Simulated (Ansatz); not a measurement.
NCO (nco radical): where methods fail along a bond

NCO has 3 atoms, charge 0, and is taken as a doublet. SMILES: `[N]=C=O`. The O3–C2 distance was set to 1.463 Å, away from the relaxed value.

```tsv
atom	x (Å)	y (Å)	z (Å)
N	1.2034	0.5259	0.7199
C	0.2214	0.0968	0.1324
O	-0.9544	-0.4171	-0.5710
```

The C2–O3 distance is scanned; the parts on either side stay rigid. Basis STO-3G, 3 core orbitals frozen in the correlated methods; program Ansatz 0.2.0. FCI is exact within this basis and core. Energies in eV from each method's value at 1.463 Å; open shells run as named. The shape above is that at 1.463 Å.

| distance (Å) | UHF | UBHLYP | UB2PLYP | UCCSD(T) | FCI |
| --- | --- | --- | --- | --- | --- |
| 1.171 | 0.13 | -0.21 | 0.02 | 0.34 | 0.36 |
| 1.463 | 0.00 | 0.00 | 0.00 | 0.00 | 0.00 |
| 1.756 | 1.43 | 1.83 | 1.63 | 1.43 | 1.34 |
| 2.341 | 2.31 | 4.05 | 3.92 | 3.37 | 3.24 |
| 2.927 | 2.41 | 4.38 | 4.20 | 3.54 | 3.53 |

Departure from the FCI curve at its largest: UHF -1.12 eV at 2.93 Å; UBHLYP +0.85 eV at 2.93 Å; UB2PLYP +0.68 eV at 2.34 Å; UCCSD(T) +0.14 eV at 2.34 Å. For the functionals part of the departure is owed to the small basis.
